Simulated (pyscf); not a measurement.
Optimised with ωB97X-D3(BJ)/def2-SVP in PySCF.

Estimate the classical barrier height and the reaction energy of H₃C–BH–OH (SMILES CBO) + H₂ (SMILES [H][H]) → H₂B–CH₃ (SMILES BC) + H₂O (SMILES O) at ωB97M-D3(BJ)/def2-TZVP. The step runs on the singlet surface, breaks B–O, H–H and forms B–H, H–O; take the separated reactants as zero.

ΔE‡ = 1.80 eV, ΔE = +1.38 eV. Zero-point energy shifts the barrier by +0.16 eV. It is a four-centre exchange, with an imaginary mode of 1382i cm⁻¹. On the product side the descent ends in an adduct with a B–O contact, 0.51 eV under the separated species and 0.96 eV under the saddle at ωB97X-D3(BJ)/def2-TZVP. What is counted as broken (B–O) persists as a longer contact in the product adduct; parting that adduct is a step of its own. At the saddle there is also a short B–H contact that neither side keeps. This is the saddle that the search found; another between the same sides may lie lower.
